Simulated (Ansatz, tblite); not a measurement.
# The cluster Na2S2−: one state, many levels

Aim: run the doublet of the cluster Na2S2− at one geometry on many levels, and compare frontier levels, spin and run time.

Method: as each input shows; program: Ansatz 0.2.0, Gaussian basis.

The runs, in order: GFN1-xTB, GFN2-xTB, PBE-D4/def2-TZVPD, r2SCAN-D4/def2-TZVPD, BLYP-D4/def2-TZVPD, B97M-V/def2-TZVPD, BHLYP-D4/def2-TZVPD, CAM-B3LYP-D4/def2-TZVPD, HSE06-D4/def2-TZVPD, LDA/def2-TZVPD, r2SCAN0-D4/def2-TZVPD, HF/def2-TZVPD, ωB97M-V/def2-TZVPD, r2SCANh-D4/def2-TZVPD, ωB97X-V/def2-TZVPD, LC-ωPBE/def2-TZVPD, LC-ωPBE(0.10)/def2-TZVPD, LC-ωPBE(0.15)/def2-TZVPD, LC-ωPBE(0.20)/def2-TZVPD, LC-ωPBE(0.30)/def2-TZVPD, PBE-D4/def2-SVPD, PBE0-D4/def2-SVPD, CCSD(T)/def2-TZVPD, RPA/def2-TZVPD.

## Step 1: The relaxed structure

The doublet was relaxed beforehand with r2SCAN-D4/def2-TZVPD. At that level it is the lowest of the isomers that a small search found.

4 atoms, charge -1, spin multiplicity 2.

Bond lengths: Na1–S3 2.610 Å, Na1–S4 2.610 Å, Na2–S3 2.610 Å, Na2–S4 2.609 Å. Angles: S3–Na1–S4 109.7°, S3–Na2–S4 109.7°, Na1–S3–Na2 69.5°, Na1–S4–Na2 69.5°.

The ion is computed in the gas phase, without counter-ions or solvent.

PBE0-D4/def2-TZVPD was run before; its log isn't repeated, and its numbers join the tables.

## Step 2: GFN1-xTB

Tight binding, by tblite at 300 K electronic temperature and without a spin-polarisation term:

```python
tblite.interface.Calculator('GFN1-xTB', numbers, positions, charge=-1, uhf=1).singlepoint()
```

Energy -221.4500 eV; 0.002 s.

## Step 3: GFN2-xTB

Tight binding, by tblite at 300 K electronic temperature and without a spin-polarisation term:

```python
tblite.interface.Calculator('GFN2-xTB', numbers, positions, charge=-1, uhf=1).singlepoint()
```

Energy -195.4404 eV; 0.004 s.

## Step 4: PBE-D4/def2-TZVPD

start.molden holds the orbitals of an earlier run on this state, given as this run's starting guess.

The input, in.yaml:

```yaml
crystal:
  periodic: [false, false, false]
  atoms:
    - {symbol: Na, position_ang: [0.621154, 1.299795, 0.386913]}
    - {symbol: Na, position_ang: [-0.569891, -1.246931, -0.586463]}
    - {symbol: S, position_ang: [1.860607, -0.995935, 0.330341]}
    - {symbol: S, position_ang: [-1.911879, 0.943061, -0.130782]}
basis:
  gaussian: {orbitals: def2-TZVPD, initial_orbitals: start.molden}
total_charge: -1
magnetization: {spin_polarized: true, initial_magnetization: 1}
hamiltonian: {xc: pbe, dispersion: d4}
scf: {omitted_lower_state_checks: [starts]}
output: {orbitals: {seedname: orbitals}}
```

On the command line:

```sh
$ ansatz run in.yaml --threads 2 --pin off --events-out ev --progress --plain --max-ram 4352MiB
```

After this run come: r2SCAN-D4/def2-TZVPD; BLYP-D4/def2-TZVPD; B97M-V/def2-TZVPD; BHLYP-D4/def2-TZVPD; CAM-B3LYP-D4/def2-TZVPD; HSE06-D4/def2-TZVPD; LDA/def2-TZVPD; r2SCAN0-D4/def2-TZVPD; HF/def2-TZVPD; ωB97M-V/def2-TZVPD; r2SCANh-D4/def2-TZVPD; ωB97X-V/def2-TZVPD; LC-ωPBE/def2-TZVPD; LC-ωPBE(0.10)/def2-TZVPD; LC-ωPBE(0.15)/def2-TZVPD; LC-ωPBE(0.20)/def2-TZVPD; LC-ωPBE(0.30)/def2-TZVPD; PBE-D4/def2-SVPD; PBE0-D4/def2-SVPD; CCSD(T)/def2-TZVPD; RPA/def2-TZVPD.

Q: Predict the results of all the runs planned. Wanted: gap in def2-TZVPD, named functionals and Hartree-Fock, smallest and largest; gap over the ω; correlation energy, CCSD(T)/def2-TZVPD; ⟨S²⟩ in def2-TZVPD, named functionals and Hartree-Fock, smallest and largest; PBE0 total energy, smallest basis above largest.

**Answer**, as computed:

```
                                                                    quantity                             value
 gap in def2-TZVPD, named functionals and Hartree-Fock, smallest and largest  0.06 eV (LDA), 4.66 eV (LC-ωPBE)
                                                     gap over the ω (1/bohr)    2.80 eV at 0.1, 4.66 eV at 0.4
                                      correlation energy, CCSD(T)/def2-TZVPD                         -20.52 eV
⟨S²⟩ in def2-TZVPD, named functionals and Hartree-Fock, smallest and largest                      0.754, 0.795
                             PBE0 total energy, smallest basis above largest  10.12 eV (def2-SVPD, def2-TZVPD)
```

**Reading.** Orbital gaps of the named functionals and Hartree-Fock in def2-TZVPD span 0.06 eV (LDA) to 4.66 eV (LC-ωPBE); exact exchange widens it. Raising the ω (1/bohr) from 0.1 to 0.4 moves the HOMO by -0.83 eV and the LUMO by +1.02 eV. Over the named functionals and Hartree-Fock in def2-TZVPD spin contamination reaches 0.05 (BHLYP-D4), which is small.
